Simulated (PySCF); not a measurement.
Carbon: a sound run and one with changed settings

Sound run: C [He] 2s2 2p2, C⁺ [He] 2s2 2p1. All numbers are calculated (PySCF 2.14, no relativity, point nucleus, in 6-31G* (3s2p1d, 14 functions)). The sound run starts from symmetry-adapted Hartree-Fock orbitals and uses a fine grid where one is needed.

Changed run: radial step 0.3 in ln r (0.13 in the sound run). This setting is unsound on purpose.

| species | method | sound run (hartree) | changed run (hartree) | converged |
| --- | --- | --- | --- | --- |
| C | UHF | -37.68058 | -37.68058 | yes |
| C | LDA | -37.45018 | -37.45016 | yes |
| C | B3LYP | -37.84469 | -37.84473 | yes |
| C⁺ | UHF | -37.28672 | -37.28672 | yes |
| C⁺ | LDA | -37.02709 | -37.02708 | yes |
| C⁺ | B3LYP | -37.42567 | -37.42566 | yes |

Ionisation energy of C:

| method | sound run (eV) | changed run (eV) |
| --- | --- | --- |
| UHF | 10.718 | 10.718 |
| LDA | 11.513 | 11.513 |
| B3LYP | 11.402 | 11.404 |

A coarse radial grid mis-integrates the density and the exchange-correlation energy, with errors of either sign; Hartree-Fock needs no grid.

For comparison, NIST gives 11.260 eV between the lowest levels.
